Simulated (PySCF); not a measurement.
Gas-phase reaction: 4 CH2Cl2 ⇌ 4 Cl2 + C2H2 (acetylene) + C2H6

Energies from PySCF, thermal terms from the rigid-rotor harmonic-oscillator model, ideal gas at 1 bar. Table values come from the NASA 1993 polynomials. † marks an energy on the PBE0/def2-TZVP geometry and frequencies; other levels use their own. CCSD(T) freezes the core. 6-31G* has spherical d functions here. All species are closed-shell singlets. CCSD(T) isn't extrapolated to the basis-set limit; its ΔH°(298 K) is 551.3 kJ in def2-SVP and 539.1 kJ in def2-TZVPP. The harmonic model lacks anharmonicity and excited electronic states, which grow with temperature; levels with a mode under 35 cm⁻¹ are left out. Internal rotation in C2H6 is treated as a harmonic vibration of one conformer, which makes the entropy rough.

```csv
level,"ΔH°(298 K), kJ",minus table,"ΔG°(2000 K), kJ"
table,525.9,-,30.8
CCSD(T)/def2-TZVPP†,539.1,13.2,50.4
HF/6-31G*,616.8,90.9,119.4
PBE/def2-SVP,571.6,45.7,82.4
PBE/def2-TZVP†,522.2,-3.7,33.5
PBE0/def2-SVP†,610.3,84.4,121.6
LDA/def2-TZVP†,608.9,83.0,120.1
```
